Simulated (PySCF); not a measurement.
## H₂N–GaH₂, singlet: vertical spin and charge gaps

Geometry (PBE0/def2-TZVP stationary point for this spin, not checked as a minimum):

```json
{"atom": "N", "x (Å)": "0.0000", "y (Å)": "0.0000", "z (Å)": "1.4857"}
{"atom": "Ga", "x (Å)": "0.0000", "y (Å)": "0.0000", "z (Å)": "-0.3279"}
{"atom": "H", "x (Å)": "0.0000", "y (Å)": "0.8333", "z (Å)": "2.0488"}
{"atom": "H", "x (Å)": "0.0000", "y (Å)": "-0.8333", "z (Å)": "2.0488"}
{"atom": "H", "x (Å)": "0.0000", "y (Å)": "1.3943", "z (Å)": "-1.0310"}
{"atom": "H", "x (Å)": "0.0000", "y (Å)": "-1.3943", "z (Å)": "-1.0310"}
```

Basis cc-pVDZ; PySCF 2.14.0. Correlated methods freeze the noble-gas cores and the filled d shells of p-block atoms. Prefix R: restricted or restricted open-shell reference. No spin–orbit coupling is included, and no scalar relativity.

Gaps are energies of the second state less the first, at fixed atoms, for a selection of the levels run; mean-field and cluster levels share one orbital occupation for each state, and full CI takes the lowest of the symmetries tried.

Triplet less singlet: 5.211 eV at RCCSDT.

```
   level  gap (eV)  error (meV)
     RHF     4.209        -1002
    RMP2     5.376          165
   RCCSD     5.162          -49
RCCSD(T)     5.215            4
     PBE     4.949         -262
  r2SCAN     4.696         -515
    PBE0     4.811         -400
   B3LYP     4.936         -275
 wB97M-V     5.043         -168
  B2PLYP     4.974         -237
```

Removing an electron, to the doublet: 10.228 eV at RCCSDT.

| level | gap (eV) | error (meV) |
| --- | --- | --- |
| RHF | 8.229 | -1999 |
| RMP2 | 10.201 | -27 |
| RCCSD | 10.141 | -87 |
| RCCSD(T) | 10.226 | -2 |
| PBE | 9.789 | -439 |
| r2SCAN | 9.624 | -604 |
| PBE0 | 9.621 | -607 |
| B3LYP | 9.725 | -503 |
| wB97M-V | 9.687 | -541 |
| B2PLYP | 9.657 | -571 |

In so small a basis the reference is far from its limit while semilocal and hybrid functionals are nearer theirs (RPA and double hybrids share part of the reference's basis error), so the functionals' errors here hold much of the reference's basis and frozen-core error, which can add to them or hide them.

Full CI isn't at hand for all of this; RCCSDT serves as the reference. It lacks quadruple excitations, which often exceed the step from CCSD(T) to CCSDT.
